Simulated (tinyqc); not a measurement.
Inside a calculation. Method: geometry optimisation on the unrestricted B3LYP (VWN-RPA form)/sto-6g surface (energies and gradients from PySCF), for NH, spin multiplicity 3. Computed by tinyqc, a small Python program that keeps every step (integrals from PySCF). Settings: charge = 0, multiplicity = 3, basis = sto-6g, functional = b3lyp, optimiser = bfgs, first Hessian = 0.3, largest step = 0.3, iteration cap = 30. Command: `OMP_NUM_THREADS=1 python tinyqc.py 29702 29703 out.jsonl` (the two numbers bound the seeds that draw the settings). One thread of a shared host (Intel(R) Xeon(R) Processor @ 2.60GHz), about 3 s of CPU time with the checks.

## Step 1: energy and gradient

positions at the start (bohr):
```
,x,y,z
1N,0.0000,0.0000,0.0000
2H,0.0000,0.0000,1.8406
```

Self-consistent energy and analytic gradient at these positions.

energy = -55.018196 hartree

gradient (hartree/bohr):
```
,x,y,z
1N,0.000000,0.000000,0.142507
2H,0.000000,0.000000,-0.142507
```

## Step 1: move

Quasi-Newton step p = -H^(-1) g (first H = 0.3 times the unit matrix); steps longer than 0.3 bohr are cut back (factor 0.447 here).

positions after step 1 (bohr):
```
,x,y,z
1N,0.0000,0.0000,-0.2121
2H,0.0000,0.0000,2.0527
```

## Step 2: energy and gradient

As before.

energy = -55.030615 hartree

gradient (hartree/bohr):
```
,x,y,z
1N,0.000000,0.000000,-0.046441
2H,0.000000,0.000000,0.046442
```

## Step 2: move

inverse Hessian in use (bohr^2/hartree):
```
,1,2,3,4,5,6
1,3.3333,0.0000,0.0000,0.0000,0.0000,0.0000
2,0.0000,3.3333,0.0000,0.0000,0.0000,0.0000
3,0.0000,0.0000,2.2280,0.0000,0.0000,1.1053
4,0.0000,0.0000,0.0000,3.3333,0.0000,0.0000
5,0.0000,0.0000,0.0000,0.0000,3.3333,0.0000
6,0.0000,0.0000,1.1053,0.0000,0.0000,2.2280
```

Quasi-Newton step p = -H^(-1) g (the inverse Hessian comes from BFGS updates; coordinates in the order x, y, z of each atom); steps longer than 0.3 bohr are cut back.

positions after step 2 (bohr):
```
,x,y,z
1N,0.0000,0.0000,-0.1600
2H,0.0000,0.0000,2.0006
```

## Step 3: energy and gradient

As before.

energy = -55.034093 hartree

gradient (hartree/bohr):
```
,x,y,z
1N,0.000000,0.000000,-0.018839
2H,0.000000,0.000000,0.018838
```

## Step 3: move

inverse Hessian in use (bohr^2/hartree):
```
,1,2,3,4,5,6
1,3.3333,0.0000,0.0000,0.0000,0.0000,0.0000
2,0.0000,3.3333,0.0000,0.0000,0.0000,0.0000
3,0.0000,0.0000,2.6112,0.0000,0.0000,0.7222
4,0.0000,0.0000,0.0000,3.3333,0.0000,0.0000
5,0.0000,0.0000,0.0000,0.0000,3.3333,0.0000
6,0.0000,0.0000,0.7222,0.0000,0.0000,2.6111
```

As before.

positions after step 3 (bohr):
```
,x,y,z
1N,0.0000,0.0000,-0.1244
2H,0.0000,0.0000,1.9650
```

## Convergence

Stop when the largest gradient component is below 3e-5 hartree/bohr. The inverse Hessian follows the BFGS update with s = step, y = change of gradient.

Course of the optimisation:
```
step,E (hartree),largest gradient (hartree/bohr)
1,-55.018196,1.43e-01
2,-55.030615,4.64e-02
3,-55.034093,1.88e-02
4,-55.034599,5.46e-03
5,-55.034638,4.43e-04
6,-55.034639,9.44e-06
```

Final distances (angstrom):
```
pair,distance
2H-1N,1.1135
```

Converged in 6 steps.
